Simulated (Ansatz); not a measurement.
A calculation with Ansatz (development build ahead of 0.2.0).

```yaml
crystal:
  periodic: [false, false, false]
  atoms:
    - { symbol: C, position_ang: [-0.12664, -0.03913, 0.00231] }
    - { symbol: H, position_ang: [1.1025, 0.09169, -0.08685] }
    - { symbol: H, position_ang: [-0.53963, 0.98435, 0.10144] }
    - { symbol: H, position_ang: [-0.52221, -0.92157, -0.05533] }
basis:
  gaussian: { orbitals: def2-SVP }
magnetization:
  spin_polarized: true
  initial_magnetization: 1
hamiltonian:
  xc: hf
correlation:
  method: mp2
  frozen_orbitals: { C: 1, H: 0 }
```

The input is written out in the form of the current development build from the run's settings.

Output:

```json
{
 "Converged": "yes",
 "Reference energy": "-39.50332 hartree",
 "Correlation energy": "-0.12696 hartree",
 "Total energy": "-39.63028 hartree",
 "Spin squared of the determinant": "0.765"
}
```

Caution: bonds are stretched, where a single reference can fail.
